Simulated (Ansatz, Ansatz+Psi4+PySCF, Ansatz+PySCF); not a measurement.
```yaml
atoms:
  - { symbol: C, position_ang: [0.0000, -0.1620, 0.0000] }
  - { symbol: C, position_ang: [-1.4931, 0.0442, 0.0000] }
  - { symbol: C, position_ang: [0.7466, 0.0442, 1.2931] }
  - { symbol: C, position_ang: [0.7466, 0.0442, -1.2931] }
  - { symbol: H, position_ang: [-1.7424, 1.0801, 0.0000] }
  - { symbol: H, position_ang: [0.8712, 1.0801, 1.5090] }
  - { symbol: H, position_ang: [0.8712, 1.0801, -1.5090] }
  - { symbol: H, position_ang: [-1.9645, -0.3998, 0.8972] }
  - { symbol: H, position_ang: [-1.9645, -0.3998, -0.8972] }
  - { symbol: H, position_ang: [1.7593, -0.3998, 1.2527] }
  - { symbol: H, position_ang: [0.2052, -0.3998, 2.1499] }
  - { symbol: H, position_ang: [0.2052, -0.3998, -2.1499] }
  - { symbol: H, position_ang: [1.7593, -0.3998, -1.2527] }
```

Basis set: cc-pVTZ (spherical functions). Correlated methods keep 4 orbitals frozen. Correlation on ROHF uses semicanonical orbitals with singles. Charge 0, multiplicity 2.

Computed with Ansatz (development build ahead of 0.2.0); each method stands on the lowest determinant of its kind that the runs found.

**Question.** Give the atomization energy at this shape (free ground-state atoms in the same class of orbitals less the molecule, no zero-point energy) of doublet C4H9 by ROHF-MP2, UHF-MP2, ROHF, UHF.

**Answer.**

```json
{"method": "ROHF-MP2", "atomization energy": "51.07 eV"}
{"method": "UHF-MP2", "atomization energy": "51.04 eV"}
{"method": "ROHF", "atomization energy": "40.23 eV"}
{"method": "UHF", "atomization energy": "39.83 eV"}
```
